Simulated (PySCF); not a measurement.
Trend along the third period: MF molecules

PBE with double-zeta basis sets in PySCF, for the lowest determinant that a PBE0 search found; no spin–orbit coupling. De refers to high-spin ground-configuration atoms. A positive dipole means M(−)F(+).

| M | basis | state (unpaired electrons) | Re (Å) | ωe (cm⁻¹) | De (eV) | μ (D) |
| --- | --- | --- | --- | --- | --- | --- |
| Na | def2-SVPD | singlet (closed shell) | 1.958 | 510 | 5.06 | -8.07 |
| Mg | x2c-SVPall | doublet (σ ↑) | 1.784 | 698 | 4.76 | -2.97 |
| Al | def2-SVPD | singlet (closed shell) | 1.718 | 732 | 7.03 | -1.73 |
| S | def2-SVP | doublet (π ↑) | 1.640 | 816 | 3.96 | -0.92 |
| Cl | x2c-SVPall | singlet (closed shell) | 1.674 | 738 | 2.96 | -1.09 |

Question: By what factor does the bond length vary along the series?

Answer: At PBE it runs from 1.640 Å (SF) to 1.958 Å (NaF), a factor of 1.19.

The rows differ in basis set, which adds steps of its own.

The state changes along the series, so neighbouring rows are not always alike in their bonding.

States were picked by a PBE0 search and need not be the measured ground states.
